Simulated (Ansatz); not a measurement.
A nudged elastic band was laid between two geometries of H2S2Si (5 atoms, charge 0, multiplicity 1).

All numbers below come from Ansatz 0.2.0, RKS r2SCAN/def2-SVP.

| Quantity | Value |
| --- | --- |
| movable images | 7 |
| climbing image | yes |
| spring | 5.0 eV/Å² |
| optimiser | quadratic models (default) |
| start path | through a guess of the saddle point |
| force threshold | 0.05 eV/Å |
| iteration limit | 37 |
| end points | relaxed |

First end point:

```xyz
5
Properties=species:S:1:pos:R:3
Si -0.240 0.214 -0.210
S 1.757 -0.300 0.258
S 0.048 -1.365 1.167
H -0.748 -0.125 -1.563
H -0.768 1.502 0.307
```

Last end point:

```xyz
5
Properties=species:S:1:pos:R:3
Si -1.134 0.629 0.138
S 0.987 -0.217 -0.560
S -0.011 -1.165 1.018
H 0.564 -0.972 -1.614
H -0.356 1.650 0.978
```

What changes between the two ends?

Bonds broken: Si1–H4. Bonds formed: S2–H4.

What energy profile does the band end with?

It converged. The highest image is number 5 of 0 to 8, 42.7 kcal/mol above the first end and 12.9 kcal/mol above the last; the last end lies 29.9 kcal/mol above the first. A vibrational analysis at the climbing image gives one clearly imaginary mode, 616i cm⁻¹: a first-order saddle point. The orbitals stay closed-shell, which can raise the energy where a bond breaks towards radicals; this wasn't checked here.

```csv
image,path coordinate (Å),energy (kcal/mol),Si1–H4 (Å),S2–H4 (Å)
0,0.00,0.0,1.48,3.10
1,0.29,3.3,1.47,2.82
2,0.58,14.0,1.47,2.52
3,0.87,28.2,1.49,2.22
4,1.16,38.9,1.56,1.92
5,1.45,42.7,1.71,1.60
6,1.84,39.8,2.14,1.40
7,2.24,33.5,2.53,1.36
8,2.64,29.9,2.92,1.36
```

What is the geometry of the highest image?


```xyz
5
Properties=species:S:1:pos:R:3
Si -0.937 0.265 -0.090
S 1.360 -0.426 -0.334
S 0.112 -1.210 1.153
H 0.112 -0.295 -1.324
H -0.597 1.592 0.554
```

What are the harmonic wavenumbers there?

616i, 323, 438, 527, 544, 708, 920, 1546, 2106 cm⁻¹.

Time of the run: 3.4 min on 1 CPU thread of a shared host.
